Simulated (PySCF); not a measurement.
From results back to the method.

Species: SF₄.
Atom-mapped SMILES: `[F:1][S:2]([F:3])([F:4])[F:5]`

The closed-shell ground state was solved 3 times with PySCF (density fitting, gas phase), always in the aug-cc-pVTZ basis (234 functions), with these functionals: CAM-B3LYP, PBE0 and wB97X-D. Isolated species at its PBE0-D3(BJ)/def2-TZVP geometry, gas phase.

| row | total energy (Eh) | HOMO (eV) | LUMO (eV) | dipole (D) |
| --- | --- | --- | --- | --- |
| P | -797.6183 | -11.44 | -0.94 | 0.70 |
| Q | -797.1762 | -9.91 | -2.04 | 0.62 |
| R | -797.5712 | -11.81 | -0.15 | 0.63 |

Q: Which functional belongs to which row?

A: P = CAM-B3LYP, Q = PBE0, R = wB97X-D. By rising HOMO–LUMO gap: PBE0 (global hybrid, 25 % exact exchange) 7.87 eV; CAM-B3LYP (range-separated hybrid) 10.50 eV; wB97X-D (range-separated hybrid) 11.66 eV. Total energies of different functionals aren't bounds to one another; each is stationary for its own functional.

The pairwise dispersion term of wB97X-D wasn't added to the energies; at a given geometry it leaves orbitals and properties as they are.
